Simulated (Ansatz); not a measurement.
Chalcopyrite CdGeAs2, treated with revPBE (Ansatz, an electronic-structure program, plane waves, PAW).

Run with plane-wave cutoff 520 eV, 8×8×8 k mesh, Fermi–Dirac smearing 0.01 eV, scalar-relativistic PAW data made under PBE.

Properties against volume:

Shape and atoms are relaxed at each volume.

```csv
V (Å³/atom),P (GPa),c (Å),a (Å)
25.826,2.19,11.393,6.022
26.364,1.03,11.483,6.061
26.902,0.01,11.571,6.099
27.440,-0.91,11.657,6.137
27.978,-1.73,11.740,6.175
```

Note: the gap of the solid is closed in this run; this level leaves the solid without a gap, although one is measured; the bulk modulus comes from volumes at which shape and atoms were relaxed.
